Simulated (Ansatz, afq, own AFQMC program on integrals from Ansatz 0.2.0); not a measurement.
**B2H, doublet: AFQMC among the cluster methods**

```yaml
atoms:
  - { symbol: B, position_ang: [0.0000, 0.0000, 0.6969] }
  - { symbol: B, position_ang: [0.0000, 0.0000, -2.5711] }
  - { symbol: H, position_ang: [0.0000, 0.0000, 1.8743] }
```

Connectivity, by distances: BH ··· B.

Basis 6-31G. Noble-gas cores (and the filled d shells of Ga–Kr and In–Xe) are frozen. Ansatz 0.2.0 and our own AFQMC program on the same integrals; the CISD trial comes from CCSD amplitudes, and released means the phaseless constraint is let go. ± is one standard error of the sampling.

Determinant: ROHF, the one that the program's search chose, which needn't be the lowest solution. The geometry is a point of a scan.

Full CI on the same integrals is exact in this basis and with this determinant's frozen core.

Cautions: a spin-contaminated unrestricted determinant lies lower (UHF 163 meV lower, ⟨S²⟩ 1.20).

```
T1 diagnostic                               : 0.0172
weight of the determinant in the CISD state : 0.871
size of the correlated space                : 7 electrons in 18 orbitals
```

| level | correlation energy (eV) |
| --- | --- |
| MP2 | -1.6743 |
| CCSD | -2.7980 |
| CCSD(T) | -2.8363 |

Q: Estimate where full CI lies against CCSD(T) on the same integrals.

A: 0.57 kcal/mol below CCSD(T).

Reference: full CI, correlation energy -2.861 eV. The released energy is read at 2.40 1/Eh (meV from the phaseless value at times in 1/Eh: -2.4 ± 2.1 at 0.24, -6.3 ± 1.6 at 0.51, -12.0 ± 1.5 at 0.99, -10.4 ± 1.8 at 1.62, -15 ± 3 at 2.40).

```tsv
level	E − E(reference) (kcal/mol)	share of correlation (%)
CCSD(T)	0.57	99.14
CCSDT	0.08	99.88
CCSDT(Q)	0.02	99.97
CCSDTQ	0.00	100.00
ph-AFQMC/CISD	0.54 ± 0.05	99.18
released AFQMC	0.20 ± 0.07	99.69
```

CCSDT and higher add their correlation energy to the determinant of the CCSD(T) run, since their own runs factorise the integrals more tightly (a shift of under 2 meV). A walk keeps the symmetry of its determinant, which the program's search chose and which needn't be the lowest solution, so a lower state of the same spin and another symmetry isn't excluded. Released energies are given only where the last usable release times agree within the noise; a slower fall can still hide under it.
